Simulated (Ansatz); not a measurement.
## Lattice parameter a of some cubic solids

Method: r²SCAN+SOC (Ansatz, a program for electronic structure, plane waves, PAW). References are measured values corrected to a static lattice or taken at low temperature (these still hold zero-point motion). The table is a random draw of 6 from 14 solids with such references.

Values in Å.

```
solid             reference  r²SCAN+SOC  error (%)
----------------  ---------  ----------  ---------
zinc-blende InSb      6.468           ?          ?
zinc-blende InAs      6.047       6.108      +1.01
grey tin (α-Sn)       6.477       6.564      +1.34
fcc Au                4.062       4.111      +1.21
bcc Ba               4.995¶       5.070      +1.50
bcc Cs               6.039¶       6.271      +3.84
```

Task: Estimate the withheld r²SCAN+SOC value.

Result: The errors of the other rows run from +1.01 % to +3.84 %, with a median of +1.34 %; carried to the reference 6.468 it gives 6.555 Å. The run gives 6.556 Å (+1.36 %), +0.02 % from the estimate; the row was drawn at random, and such an estimate is rough. Over these 6 solids the mean error is +1.71 %, the mean absolute error 1.71 % (median 1.35 %), and the worst case bcc Cs at +3.84 %; the value is above the reference in 6 of 6 cases. Over all 14, from unrounded values, the mean error is +1.17 % and the mean absolute error 1.17 % (median 0.92 %).

All these references are brought to a static lattice.

¶ marks references of a special kind: bcc Ba, 4.995 Å (measured, low-temperature or extrapolated to 0 K; zero-point anharmonic expansion removed, our sources range from 4.995 to 5.004; as tabulated in Csonka et al. (2009), arXiv:0903.4037); bcc Cs, 6.039 Å (measured, low-temperature or extrapolated to 0 K; zero-point anharmonic expansion removed; as tabulated in Csonka et al. (2009), arXiv:0903.4037).

Differences are worked out from the printed values.

Caveats: the gap of the solid is closed in this run (zinc-blende InSb, zinc-blende InAs). Ansatz's density-functional and Hartree–Fock values are scalar-relativistic unless marked +SOC, with PAW data made under PBE.

Not in this set, of the solids of all kinds but layered and molecular ones with a reference value in our tables and a result at some level: 291 for a reference at room or unstated temperature; 55 for no value at r²SCAN+SOC (not run, a failed fit, an unstable or unbound cell, or a value held back for tests); 10 for a high-temperature or high-pressure phase; 3 for a cell known from the COD alone. These can be a level's best or worst cases. At least 59 more with a reference value are held back for tests. Solids without a released value at any level aren't counted. The metals Ce to Yb are counted apart.

References as tabulated in Mejia-Rodriguez and Trickey (2018), arXiv:1807.09216; Csonka et al. (2009), arXiv:0903.4037.
